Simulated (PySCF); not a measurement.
C₄H₅ (doublet state).
Numbering: `[H]/[C:1]=[CH:2]\[CH:3]=[CH2:4]` (hydrogens: H5 on C1; H6 on C2; H7 on C3; H8, H9 on C4)

Structure optimised with GFN2-xTB, isolated species. This method treats the open shell by occupation alone, without spin polarisation.

Q: What internal coordinates does the optimisation give?

A: 
| bond | length (Å) | order |
| --- | --- | --- |
| C1=C2 | 1.299 | double |
| C2–C3 | 1.467 | single |
| C3=C4 | 1.325 | double |
| C1–H5 | 1.065 | single |
| C2–H6 | 1.086 | single |
| C3–H7 | 1.081 | single |
| C4–H8 | 1.078 | single |
| C4–H9 | 1.077 | single |

Orders are formal, as drawn. A selection of angles:
| angle | degrees |
| --- | --- |
| C2–C1–H5 | 138.6 |
| C1–C2–C3 | 125.7 |
| C1–C2–H6 | 120.2 |
| C3–C2–H6 | 114.1 |
| C2–C3–C4 | 123.0 |
| C2–C3–H7 | 115.9 |
| C4–C3–H7 | 121.1 |
| C3–C4–H8 | 121.9 |
| C3–C4–H9 | 121.7 |
| H8–C4–H9 | 116.4 |

Dihedral angles: C1–C2–C3–C4 180° (antiperiplanar).

The 4 heavy atoms lie in one plane (0.001 Å rms). Of the pairs four or more bonds apart, H6···H8 is among the closest relative to their van der Waals radii: 2.44 Å, 102 % of the sum of Bondi's values. C3 (carbon bonded to 2 C and H) is planar (angles 123.0°, 121.1° and 115.9°, sum 360.0°, 0.00 Å off the plane of its three neighbours). C2 (carbon bonded to 2 C and H) is planar (angles 125.7°, 120.2° and 114.1°, sum 360.0°, 0.00 Å off the plane of its three neighbours). C4 (carbon bonded to C and 2 H) is planar (angles 121.9°, 121.7° and 116.4°, sum 360.0°, 0.00 Å off the plane of its three neighbours). The 3 C–C bonds span 1.299 Å (C1=C2, drawn double) to 1.467 Å (C2–C3, drawn single), a spread of 0.168 Å.

Point group: Cs (tolerance 0.08 Å). Not checked by GFN2-xTB frequencies.

One conformer stands for the species.

These are computed values.
